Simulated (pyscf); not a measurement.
# Routes from InH [singlet] + hydrogen fluoride (HF)

Candidate steps break at most two bonds and form at most two. Each was searched with GFN2-xTB (tblite) first. Optimised with ωB97X-D3(BJ)/def2-SVP in PySCF. Energies: ωB97M-D3(BJ)/def2-TZVP, eV, from the separated reactants, singlet surface; ΔG‡ with ideal gas, 1 atm, RRHO with modes under 100 cm⁻¹ raised to 100, one conformer, R ln 2 for chiral ones without a mode under 150 cm⁻¹.

| products | type | ΔE‡ | ΔE | ΔG‡ 298 K | ΔG‡ 900 K | ν‡ (cm⁻¹) |
|---|---|---|---|---|---|---|
| F–In [singlet] + H₂ | four-centre exchange | -0.32 | -1.49 | -0.03 | 0.72 | 707i |
| F–InH₂ | insertion | 1.16 | -0.80 | 1.41 | 2.14 | 1318i |

Row 1: On the reactant side the descent ends in a bound adduct, 0.47 eV under the separated species and 0.08 eV under the saddle at ωB97X-D3(BJ)/def2-TZVP. 

Plain bond fissions and candidates not yet searched are not listed, and one of them may be faster. Each barrier is that of the saddle found; lower ones may exist. Elements past Kr carry the def2 core potentials, without spin-orbit coupling.
